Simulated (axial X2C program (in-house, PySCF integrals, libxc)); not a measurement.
Results of a calculation; reference values are marked as such.
# SiB: input and output

Program: an in-house relativistic program for diatomic molecules.

Input:
```json
{"zs": [14, 5], "q": 0, "bas": ["dyall-v3z", "dyall-v3z"], "levels": ["PBE0", "HF", "PBE50"], "cc": true, "r0": 2.01, "thr": -2.0, "nmax": 90, "npts": 10, "nst": 2, "ntry": 6}
```
```bash
python so2c.py task.json out
```

Keys: zs atomic numbers; q charge; bas basis sets; levels methods; cc coupled cluster on or off; r0 starting distance in Å; thr threshold in hartree for freezing inner shells (an s shell follows its p shell); nmax most natural virtual spinors; npts points on the curve; nst determinants followed; ntry starts of the search. HF also brings MP2.

Output of the HF step, 2c, at R = 1.913 Å for the state Ω = 3/2. It starts from PBE0 orbitals of this distance.

```
two-component X2C + atomic mean field  HF
basis functions 88  fitting functions 564  grid points 4356
iter        total energy     max residual
   1       -314.038566474     6.42e-02
   2       -314.049370383     5.19e-03
   3       -314.050465801     2.87e-03
   4       -314.050899276     1.71e-03
   5       -314.051122097     1.21e-03
   6       -314.051215866     7.70e-04
   7       -314.051272049     3.29e-04
   8       -314.051280184     1.79e-04
   9       -314.051282311     7.60e-05
  10       -314.051282597     2.80e-05
  11       -314.051282632     6.52e-06
  12       -314.051282636     4.04e-06
  13       -314.051282639     3.71e-06
  14       -314.051282642     3.02e-06
  15       -314.051282649     1.61e-06
  16       -314.051282650     1.30e-06
converged
one-electron -472.46106183  Coulomb 163.30063994  exact exchange -24.21667733  xc functional 0.00000000  nuclear repulsion 19.36351530  atomic mean-field constant -0.03769873
correlated 7  virtual 147  natural virtual 90  E(MP2) -0.134762028  MP2 remainder -0.001773989
iter   CCSD correlation   residual
   1     -0.150910141   1.25e-01
   2     -0.158785182   5.59e-02
   3     -0.159987400   2.48e-02
   4     -0.160706833   1.54e-02
   5     -0.161031649   7.34e-03
   6     -0.161060682   2.54e-03
   7     -0.161102901   9.25e-04
   8     -0.161100816   3.39e-04
   9     -0.161100942   1.31e-04
  10     -0.161101439   4.94e-05
  11     -0.161102077   3.18e-05
  12     -0.161102219   2.42e-05
  13     -0.161102272   1.69e-05
  14     -0.161102130   9.16e-06
  15     -0.161102135   4.61e-06
(T) -0.010029232  T1 0.0518  D1 0.1209  max T2 0.090
```
Energies are in hartree; totals compare only within one Hamiltonian and basis. T1 is large, a sign of multireference character or of a spin-contaminated reference. T1 in the output is the amplitude norm over the root of the electron number; divide by √2 for the Lee–Taylor value.
